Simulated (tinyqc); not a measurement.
Inside a calculation (part 1 of 2). Method: UHF in the sto-3g basis, for OH+, spin multiplicity 3. Computed by tinyqc, a small Python program that keeps every step (integrals from PySCF). Settings: charge = 1, multiplicity = 3, basis = sto-3g, energy threshold = 1e-08, iteration cap = 61, orthogonalisation = symmetric, start = random, DIIS depth = 8, method = UHF. Command: `OMP_NUM_THREADS=1 python tinyqc.py 28797 28798 out.jsonl` (the two numbers bound the seeds that draw the settings). One thread of a shared host (Intel(R) Xeon(R) Processor @ 2.60GHz), about 0.1 s of CPU time with the checks. Later iterations appear only in the table of the cycle.

## One-electron integrals

Geometry (angstrom):
```
atom         x         y         z
O     0.000000  0.000000  0.000000
H     0.000000  0.000000  1.103000
```

Basis sto-3g: exponents (1/bohr^2) and contraction coefficients of normalised primitives:
```
element  l (shell)    exponent  coefficient
O            s (1)  130.709320     0.154329
O            s (1)   23.808861     0.535328
O            s (1)    6.443608     0.444635
O            s (2)    5.033151    -0.099967
O            s (2)    1.169596     0.399513
O            s (2)    0.380389     0.700115
O            p (3)    5.033151     0.155916
O            p (3)    1.169596     0.607684
O            p (3)    0.380389     0.391957
H            s (1)    3.425251     0.154329
H            s (1)    0.623914     0.535328
H            s (1)    0.168855     0.444635
```

Overlap, kinetic and nuclear-attraction integrals over the contracted functions; the nuclear repulsion is the sum of Za Zb / Rab.

nuclear repulsion = 3.83809400 hartree

overlap S, lower triangle:
```
           1O 1s     1O 2s    1O 2px    1O 2py    1O 2pz     2H 1s
1O 1s   1.000000
1O 2s   0.236704  1.000000
1O 2px  0.000000  0.000000  1.000000
1O 2py  0.000000  0.000000  0.000000  1.000000
1O 2pz  0.000000  0.000000  0.000000  0.000000  1.000000
2H 1s   0.038132  0.384392  0.000000  0.000000  0.339504  1.000000
```

kinetic energy T (hartree), lower triangle:
```
            1O 1s     1O 2s    1O 2px    1O 2py    1O 2pz     2H 1s
1O 1s   29.003200
1O 2s   -0.168011  0.808128
1O 2px   0.000000  0.000000  2.528731
1O 2py   0.000000  0.000000  0.000000  2.528731
1O 2pz   0.000000  0.000000  0.000000  0.000000  2.528731
2H 1s   -0.008464  0.069509  0.000000  0.000000  0.184882  0.760032
```

nuclear attraction V (hartree), lower triangle:
```
             1O 1s      1O 2s     1O 2px     1O 2py     1O 2pz      2H 1s
1O 1s   -61.098217
1O 2s    -7.296641  -9.529244
1O 2px    0.000000   0.000000  -9.426620
1O 2py    0.000000   0.000000   0.000000  -9.426620
1O 2pz   -0.011691  -0.142957   0.000000   0.000000  -9.515931
2H 1s    -1.204608  -2.804226   0.000000   0.000000  -2.213829  -4.986078
```

core Hamiltonian H = T + V (hartree), lower triangle:
```
             1O 1s      1O 2s     1O 2px     1O 2py     1O 2pz      2H 1s
1O 1s   -32.095017
1O 2s    -7.464652  -8.721116
1O 2px    0.000000   0.000000  -6.897889
1O 2py    0.000000   0.000000   0.000000  -6.897889
1O 2pz   -0.011691  -0.142957   0.000000   0.000000  -6.987200
2H 1s    -1.213071  -2.734717   0.000000   0.000000  -2.028948  -4.226046
```

## Two-electron integrals

Functions are numbered as in S; the eight-fold symmetry (ij|kl) = (ji|kl) = (kl|ij) leaves the list below.

Two-electron integrals (ij|kl) in chemists' order, unique and non-zero (hartree):
```
(11|11) 4.785065   (21|11) 0.741380   (21|21) 0.136873   (22|11) 1.118947
(22|21) 0.256633   (22|22) 0.817206   (31|31) 0.024477   (32|31) 0.037809
(32|32) 0.180518   (33|11) 1.115814   (33|21) 0.256684   (33|22) 0.817023
(33|33) 0.880159   (41|41) 0.024477   (42|41) 0.037809   (42|42) 0.180518
(43|43) 0.047444   (44|11) 1.115814   (44|21) 0.256684   (44|22) 0.817023
(44|33) 0.785270   (44|44) 0.880159   (51|51) 0.024477   (52|51) 0.037809
(52|52) 0.180518   (53|53) 0.047444   (54|54) 0.047444   (55|11) 1.115814
(55|21) 0.256684   (55|22) 0.817023   (55|33) 0.785270   (55|44) 0.785270
(55|55) 0.880159   (61|11) 0.120912   (61|21) 0.022150   (61|22) 0.041315
(61|33) 0.041234   (61|44) 0.041234   (61|51) 0.001017   (61|52) 0.001914
(61|55) 0.041484   (61|61) 0.003631   (62|11) 0.311628   (62|21) 0.072446
(62|22) 0.257547   (62|33) 0.253037   (62|44) 0.253037   (62|51) 0.005449
(62|52) 0.042659   (62|55) 0.266313   (62|61) 0.011970   (62|62) 0.102819
(63|31) 0.007365   (63|32) 0.043652   (63|53) 0.008725   (63|63) 0.014206
(64|41) 0.007365   (64|42) 0.043652   (64|54) 0.008725   (64|64) 0.014206
(65|11) 0.231863   (65|21) 0.054572   (65|22) 0.207122   (65|33) 0.197854
(65|44) 0.197854   (65|51) 0.010945   (65|52) 0.075905   (65|55) 0.225422
(65|61) 0.009391   (65|62) 0.100486   (65|65) 0.111277   (66|11) 0.469564
(66|21) 0.110921   (66|22) 0.453700   (66|33) 0.435848   (66|44) 0.435848
(66|51) 0.010256   (66|52) 0.112420   (66|55) 0.488838   (66|61) 0.018462
(66|62) 0.234066   (66|65) 0.261032   (66|66) 0.774606
```

## Orthogonalisation

S = U s U^T; symmetric (Loewdin) form X = U s^(-1/2) U^T, so that X^T S X = 1.

eigenvalues of S: 0.466308  0.839763  1.000000  1.000000  1.135146  1.558783

X, lower triangle:
```
            1O 1s      1O 2s    1O 2px    1O 2py     1O 2pz     2H 1s
1O 1s    1.022835
1O 2s   -0.130273   1.094361
1O 2px   0.000000   0.000000  1.000000
1O 2py   0.000000   0.000000  0.000000  1.000000
1O 2pz  -0.006518   0.062527  0.000000  0.000000   1.053969
2H 1s    0.020514  -0.237206  0.000000  0.000000  -0.205492  1.124031
```

## Starting guess

The start is random orthonormal orbitals; D(s) = C_occ C_occ^T for each spin.

D(alpha) at the start, lower triangle:
```
            1O 1s      1O 2s    1O 2px     1O 2py     1O 2pz     2H 1s
1O 1s    1.055626
1O 2s   -0.228768   0.932614
1O 2px   0.010257  -0.067081  0.986848
1O 2py  -0.072397   0.473471  0.092826   0.344823
1O 2pz  -0.027751   0.196044  0.002377  -0.016775   1.156600
2H 1s    0.036744  -0.283168  0.050693  -0.357800  -0.471687  1.166961
```

D(beta) at the start, lower triangle:
```
            1O 1s      1O 2s     1O 2px     1O 2py    1O 2pz     2H 1s
1O 1s    0.509054
1O 2s   -0.392620   0.761822
1O 2px  -0.323109  -0.239966   0.739785
1O 2py  -0.237424   0.385042  -0.031184   0.282523
1O 2pz  -0.278304   0.327711  -0.026469  -0.026219  0.690333
2H 1s    0.282876  -0.473275   0.042600  -0.367977  0.089617  0.483775
```

## Iteration 1: building the Fock matrix

J_ij = sum D_kl (ij|kl) with D = D(alpha) + D(beta), K_ij = sum D_kl (ik|jl) for each spin; F = H + J - K(s); E = tr D H + tr D J / 2 - 0.5 sum_s tr D(s) K(s) + E_nn.

Coulomb J (hartree), lower triangle:
```
            1O 1s      1O 2s     1O 2px     1O 2py    1O 2pz     2H 1s
1O 1s   13.352930
1O 2s    2.549032   6.476240
1O 2px  -0.037160  -0.126368   6.485796
1O 2py   0.039061   0.223163   0.005849   6.381486
1O 2pz   0.025596   0.230211  -0.000658  -0.016745  6.543692
2H 1s    0.414243   2.124513  -0.029185   0.049019  1.800664  4.142836
```

exchange K(alpha) (hartree), lower triangle:
```
            1O 1s      1O 2s    1O 2px     1O 2py    1O 2pz     2H 1s
1O 1s    4.900205
1O 2s    0.819294   1.177594
1O 2px  -0.005595  -0.048856  1.100877
1O 2py   0.039492   0.344831  0.077297   0.566254
1O 2pz   0.004880   0.074708  0.012451  -0.087883  1.133082
2H 1s    0.141480   0.450520  0.003902  -0.027539  0.339132  0.807225
```

exchange K(beta) (hartree), lower triangle:
```
            1O 1s      1O 2s     1O 2px     1O 2py    1O 2pz     2H 1s
1O 1s    2.049268
1O 2s    0.191632   0.654478
1O 2px  -0.437037  -0.321891   0.788863
1O 2py  -0.175223   0.205001  -0.025968   0.408095
1O 2pz  -0.172454   0.222991  -0.013241  -0.097850  0.804980
2H 1s    0.042023   0.229668  -0.073194  -0.068326  0.377075  0.433163
```

F(alpha) (hartree), lower triangle:
```
             1O 1s      1O 2s     1O 2px     1O 2py     1O 2pz      2H 1s
1O 1s   -23.642292
1O 2s    -5.734913  -3.422469
1O 2px   -0.031564  -0.077512  -1.512970
1O 2py   -0.000431  -0.121668  -0.071448  -1.082656
1O 2pz    0.009025   0.012546  -0.013109   0.071138  -1.576589
2H 1s    -0.940309  -1.060724  -0.033087   0.076557  -0.567416  -0.890435
```

F(beta) (hartree), lower triangle:
```
             1O 1s      1O 2s     1O 2px     1O 2py     1O 2pz      2H 1s
1O 1s   -20.791355
1O 2s    -5.107251  -2.899354
1O 2px    0.399877   0.195523  -1.200956
1O 2py    0.214284   0.018162   0.031817  -0.924497
1O 2pz    0.186360  -0.135737   0.012583   0.081105  -1.248487
2H 1s    -0.840852  -0.839872   0.044009   0.117345  -0.605359  -0.516373
```

total energy of this density = -60.15439758 hartree

## Iteration 1: diagonalisation and new density

Diagonalise F' = X^T F X, C = X C', fill 5 alpha and 3 beta electrons from the bottom; D(s) = C_occ C_occ^T. Each column has its largest component positive (the first on a tie).

F' = X^T F X (alpha) (hartree), lower triangle:
```
            1          2          3          4          5          6
1  -23.298295
2   -2.700682  -2.410146
3   -0.022781  -0.073685  -1.512970
4    0.016516  -0.146804  -0.071448  -1.082656
5   -0.008580   0.076125  -0.011659   0.051641  -1.526613
6   -0.133703  -0.389178  -0.016758   0.100286  -0.229834  -0.552758
```

orbital energies (alpha) (hartree): MO1 -23.643300, MO2 -2.176587, MO3 -1.588854, MO4 -1.512226, MO5 -1.069046, MO6 -0.393426

coefficients C (alpha):
```
              MO1        MO2        MO3        MO4        MO5        MO6
1O 1s    0.998314  -0.246025  -0.005011   0.031363   0.012787   0.072758
1O 2s    0.007147   1.009007   0.012204  -0.130770  -0.019420  -0.488877
1O 2px   0.001448   0.119154   0.079995   0.979127  -0.143676  -0.008258
1O 2py   0.000065   0.121188  -0.130440   0.138083   0.959012   0.171838
1O 2pz  -0.000151  -0.032590   0.966537  -0.046698   0.216750  -0.415467
2H 1s   -0.000771   0.011985   0.058380  -0.025268  -0.195787   1.148841
```

F' = X^T F X (beta) (hartree), lower triangle:
```
            1          2          3          4          5          6
1  -20.473502
2   -2.442831  -2.022473
3    0.384358   0.152227  -1.200956
4    0.218690  -0.030803   0.031817  -0.924497
5    0.201004  -0.091579   0.013837   0.061107  -1.155645
6   -0.162701  -0.298004   0.008706   0.115320  -0.372025  -0.153377
```

orbital energies (beta) (hartree): MO1 -20.805567, MO2 -1.822731, MO3 -1.251129, MO4 -1.169156, MO5 -0.894489, MO6 0.012622

coefficients C (beta):
```
              MO1        MO2        MO3        MO4        MO5        MO6
1O 1s    0.997329  -0.240693   0.071040  -0.050065   0.036938   0.045934
1O 2s    0.009374   0.982307  -0.271097   0.277988  -0.077373  -0.391153
1O 2px  -0.020418  -0.158804   0.348911   0.917880   0.100235  -0.008619
1O 2py  -0.010698   0.019868  -0.321707   0.023744   0.940604   0.103422
1O 2pz  -0.010163   0.311848   0.788062  -0.286048   0.325148  -0.501089
2H 1s    0.002368  -0.037075   0.168425  -0.052274  -0.066850   1.151265
```

D(alpha) after iteration 1, lower triangle:
```
            1O 1s      1O 2s     1O 2px     1O 2py    1O 2pz     2H 1s
1O 1s    1.058332
1O 2s   -0.245516   1.035772
1O 2px   0.000601  -0.004037   0.999932
1O 2py  -0.012503   0.084008   0.001419   0.970472
1O 2pz   0.004331  -0.019191  -0.003431   0.071393  0.984417
2H 1s   -0.007307   0.019906   0.009487  -0.197414  0.014779  0.042524
```

D(beta) after iteration 1, lower triangle:
```
            1O 1s      1O 2s     1O 2px     1O 2py    1O 2pz     2H 1s
1O 1s    1.057645
1O 2s   -0.246343   1.038509
1O 2px   0.042647  -0.250775   0.147375
1O 2py  -0.038306   0.106630  -0.115184   0.104004
1O 2pz  -0.029212   0.092594   0.225648  -0.247220  0.718394
2H 1s    0.023250  -0.082056   0.064605  -0.054945  0.121143  0.029747
```

## Iteration 2: building the Fock matrix

As before.

Coulomb J (hartree), lower triangle:
```
            1O 1s      1O 2s     1O 2px     1O 2py    1O 2pz     2H 1s
1O 1s   16.157987
1O 2s    2.988361   7.075206
1O 2px  -0.016060  -0.082258   7.049145
1O 2py   0.008211   0.042953  -0.010795   7.042234
1O 2pz   0.007404   0.048138   0.022379  -0.021088  7.111538
2H 1s    0.484754   2.175857  -0.015626   0.005657  1.737525  3.740762
```

exchange K(alpha) (hartree), lower triangle:
```
            1O 1s      1O 2s     1O 2px     1O 2py    1O 2pz     2H 1s
1O 1s    4.913540
1O 2s    0.854277   1.413509
1O 2px  -0.000043  -0.001036   1.169656
1O 2py   0.000889   0.021548   0.001182   1.145124
1O 2pz  -0.000116  -0.004004  -0.000897   0.018668  1.168501
2H 1s    0.146261   0.441738   0.002392  -0.049782  0.300279  0.287924
```

exchange K(beta) (hartree), lower triangle:
```
            1O 1s      1O 2s     1O 2px     1O 2py    1O 2pz     2H 1s
1O 1s    4.863854
1O 2s    0.777609   1.016558
1O 2px  -0.022082  -0.218432   0.359177
1O 2py  -0.014948   0.078786  -0.095915   0.323062
1O 2pz   0.001369   0.109110   0.201247  -0.217214  0.884937
2H 1s    0.133210   0.339794   0.003360  -0.046024  0.301306  0.255026
```

F(alpha) (hartree), lower triangle:
```
             1O 1s      1O 2s     1O 2px     1O 2py     1O 2pz      2H 1s
1O 1s   -20.850569
1O 2s    -5.330568  -3.059419
1O 2px   -0.016017  -0.081222  -1.018399
1O 2py    0.007322   0.021405  -0.011977  -1.000778
1O 2pz   -0.004171  -0.090815   0.023276  -0.039756  -1.044163
2H 1s    -0.874578  -1.000598  -0.018019   0.055439  -0.591701  -0.773208
```

F(beta) (hartree), lower triangle:
```
             1O 1s      1O 2s     1O 2px     1O 2py     1O 2pz      2H 1s
1O 1s   -20.800883
1O 2s    -5.253900  -2.662468
1O 2px    0.006022   0.136174  -0.207921
1O 2py    0.023159  -0.035833   0.085120  -0.178716
1O 2pz   -0.005656  -0.203929  -0.178868   0.196126  -0.760599
2H 1s    -0.861527  -0.898655  -0.018986   0.051682  -0.592729  -0.740309
```

total energy of this density = -73.83333317 hartree

## Iteration 2: DIIS over 2 matrices

error matrix X^T (FDS - SDF) X (alpha):
```
           1          2          3          4          5          6
1   0.000000   0.020389   0.001030  -0.017058   0.013191  -0.085039
2  -0.020389   0.000000  -0.003129   0.019017   0.045890   0.019697
3  -0.001030   0.003129   0.000000  -0.001657   0.004342  -0.012053
4   0.017058  -0.019017   0.001657   0.000000  -0.050696   0.062838
5  -0.013191  -0.045890  -0.004342   0.050696   0.000000   0.204142
6   0.085039  -0.019697   0.012053  -0.062838  -0.204142   0.000000
```

B (overlaps of the stored error matrices):
```
               1              2
1  1.8957564e+02  8.6417854e+00
2  8.6417854e+00  7.4165492e-01
```

Minimise |sum c_i e_i|^2 with sum c_i = 1: solve [B -1; -1 0][c; lambda] = [0; -1] with B_ij = tr e_i^T e_j summed over both spins, and take F = sum c_i F_i.

DIIS coefficients: -0.045657  1.045657

extrapolated F(alpha) (hartree), lower triangle:
```
             1O 1s      1O 2s     1O 2px     1O 2py     1O 2pz      2H 1s
1O 1s   -20.723108
1O 2s    -5.312107  -3.042844
1O 2px   -0.015307  -0.081392  -0.995819
1O 2py    0.007676   0.027937  -0.009261  -0.997040
1O 2pz   -0.004773  -0.095535   0.024937  -0.044819  -1.019854
2H 1s    -0.871577  -0.997853  -0.017331   0.054475  -0.592810  -0.767856
```

extrapolated F(beta) (hartree), lower triangle:
```
             1O 1s      1O 2s     1O 2px     1O 2py     1O 2pz      2H 1s
1O 1s   -20.801318
1O 2s    -5.260596  -2.651653
1O 2px   -0.011960   0.133464  -0.162582
1O 2py    0.014433  -0.038298   0.087554  -0.144667
1O 2pz   -0.014422  -0.207043  -0.187609   0.201378  -0.738323
2H 1s    -0.862470  -0.901339  -0.021863   0.048684  -0.592152  -0.750534
```

## Iteration 2: diagonalisation and new density

As before.

F' = X^T F X (alpha) (hartree), lower triangle:
```
            1          2          3          4          5          6
1  -20.347873
2   -2.676976  -2.059643
3   -0.005572  -0.081407  -0.995819
4    0.005622   0.013849  -0.009261  -0.997040
5   -0.021342   0.011150   0.024855  -0.056735  -0.906211
6   -0.091189  -0.419831  -0.005612   0.063972  -0.379924  -0.384948
```

orbital energies (alpha) (hartree): MO1 -20.732814, MO2 -1.808873, MO3 -1.088084, MO4 -1.009170, MO5 -0.960205, MO6 -0.092389

coefficients C (alpha):
```
              MO1        MO2        MO3        MO4        MO5        MO6
1O 1s    0.994067  -0.255974   0.041693  -0.001492   0.048092   0.076685
1O 2s    0.024847   0.976538  -0.200468   0.021235  -0.216342  -0.482792
1O 2px   0.000866   0.091091  -0.313205   0.571941   0.752651   0.002234
1O 2py  -0.000402  -0.029943   0.276645   0.815133  -0.500926   0.084865
1O 2pz   0.002099   0.109754   0.798412  -0.002485   0.322736  -0.635100
2H 1s   -0.005320   0.087285   0.238221  -0.096989   0.158940   1.123964
```

F' = X^T F X (beta) (hartree), lower triangle:
```
            1          2          3          4          5          6
1  -20.436959
2   -2.659995  -1.669750
3   -0.028845   0.141071  -0.162582
4    0.019438  -0.042748   0.087554  -0.144667
5   -0.016916  -0.094312  -0.184818   0.199753  -0.608562
6   -0.097865  -0.377346  -0.017926   0.022721  -0.409267  -0.391837
```

orbital energies (beta) (hartree): MO1 -20.807846, MO2 -1.492107, MO3 -0.905167, MO4 -0.175851, MO5 -0.063676, MO6 0.030289

coefficients C (beta):
```
              MO1        MO2        MO3        MO4        MO5        MO6
1O 1s    0.995234  -0.235523   0.097759   0.081401  -0.015663   0.035154
1O 2s    0.020148   0.898253  -0.445118  -0.437049   0.052550  -0.274965
1O 2px   0.000466  -0.053216   0.299388  -0.471668   0.791370   0.242480
1O 2py  -0.000672  -0.012193  -0.265573   0.603456   0.598651  -0.454731
1O 2pz   0.002375   0.251467   0.698270  -0.152074  -0.106201  -0.756176
2H 1s   -0.004469   0.169441   0.342650   0.722815   0.057983   0.830901
```

D(alpha) after iteration 2, lower triangle:
```
            1O 1s      1O 2s     1O 2px     1O 2py    1O 2pz     2H 1s
1O 1s    1.057745
1O 2s   -0.244063   1.041685
1O 2px  -0.000171   0.001079   0.999995
1O 2py  -0.006508   0.040972  -0.000190   0.992798
1O 2pz   0.022805  -0.122700   0.001419   0.053898  0.753677
2H 1s   -0.009910   0.000904  -0.002511  -0.095385  0.251304  0.099065
```

D(beta) after iteration 2, lower triangle:
```
            1O 1s      1O 2s     1O 2px     1O 2py    1O 2pz     2H 1s
1O 1s    1.055518
1O 2s   -0.235021   1.005394
1O 2px   0.042265  -0.181055   0.092466
1O 2py  -0.023760   0.107245  -0.078861   0.070678
1O 2pz   0.011400  -0.084884   0.195673  -0.188509  0.550823
2H 1s   -0.010858  -0.000408   0.093566  -0.093061  0.281860  0.146139
```

## Iteration 3: building the Fock matrix

As before.

Coulomb J (hartree), lower triangle:
```
            1O 1s      1O 2s     1O 2px     1O 2py    1O 2pz     2H 1s
1O 1s   15.911178
1O 2s    2.933714   6.949521
1O 2px  -0.010207  -0.053846   6.921999
1O 2py   0.006950   0.034771  -0.007501   6.919248
1O 2pz   0.000126   0.036109   0.020291  -0.016062  6.984511
2H 1s    0.475562   2.156106  -0.009066   0.004791  1.733927  3.813919
```

exchange K(alpha) (hartree), lower triangle:
```
           1O 1s      1O 2s     1O 2px     1O 2py    1O 2pz     2H 1s
1O 1s   4.907811
1O 2s   0.848694   1.397224
1O 2px  0.000000   0.000281   1.164220
1O 2py  0.000009   0.010655  -0.000158   1.158227
1O 2pz  0.001719  -0.020096   0.000663   0.025177  1.077624
2H 1s   0.144956   0.454762  -0.000525  -0.019954  0.366873  0.401038
```

exchange K(beta) (hartree), lower triangle:
```
            1O 1s      1O 2s     1O 2px     1O 2py    1O 2pz     2H 1s
1O 1s    4.855792
1O 2s    0.772562   1.011632
1O 2px  -0.000577  -0.140403   0.307227
1O 2py  -0.000033   0.072374  -0.065669   0.289084
1O 2pz   0.001600   0.029071   0.182269  -0.176199  0.825146
2H 1s    0.129854   0.376607   0.030869  -0.050161  0.346368  0.408104
```

F(alpha) (hartree), lower triangle:
```
             1O 1s      1O 2s     1O 2px     1O 2py     1O 2pz      2H 1s
1O 1s   -21.091649
1O 2s    -5.379633  -3.168820
1O 2px   -0.010208  -0.054126  -1.140110
1O 2py    0.006941   0.024116  -0.007343  -1.136867
1O 2pz   -0.013284  -0.086752   0.019628  -0.041238  -1.080312
2H 1s    -0.882466  -1.033374  -0.008541   0.024746  -0.661894  -0.813165
```

F(beta) (hartree), lower triangle:
```
             1O 1s      1O 2s     1O 2px     1O 2py     1O 2pz      2H 1s
1O 1s   -21.039630
1O 2s    -5.303500  -2.783228
1O 2px   -0.009630   0.086557  -0.283117
1O 2py    0.006983  -0.037603   0.058168  -0.267725
1O 2pz   -0.013165  -0.135919  -0.161978   0.160137  -0.827834
2H 1s    -0.867364  -0.955219  -0.039935   0.054952  -0.641389  -0.820231
```

total energy of this density = -74.01268715 hartree
